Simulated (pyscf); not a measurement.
GeH₃• + NH₃ → H₂N–GeH₂• + H₂, a four-centre exchange (doublet surface; Ge–H, H–N broken, Ge–N, H–H formed). Structures and frequencies: ωB97X-D3(BJ)/def2-SVP in PySCF. Energies in kcal/mol from the separated reactants.

Small-basis levels: PySCF, no dispersion term, spherical d functions. Open shells are spin-unrestricted. 

In single points B3LYP/LANL2DZ puts the saddle at 31.7 kcal/mol and the reaction energy at -3.3 kcal/mol. Should these be trusted to within a few kcal/mol? Compare with ωB97M-D3(BJ)/def2-TZVP.

ωB97M-D3(BJ)/def2-TZVP gives ΔE‡ = 39.3 kcal/mol and ΔE = +3.1 kcal/mol. B3LYP/LANL2DZ lies 7.5 kcal/mol under it in the barrier and 6.4 kcal/mol under it in the reaction energy, so on this step it does not hold to within 3.0 kcal/mol. ωB97M-D3(BJ)/def2-TZVP has limits of its own. The same reactants have a lower exit, to GeH₄ + NH₂• (barrier +28.0 kcal/mol at ωB97M-D3(BJ)/def2-TZVP, against +39.3 kcal/mol here). This is the saddle that the search found; another between the same sides may lie lower. In the def2 sets elements up to Kr have no core potential.
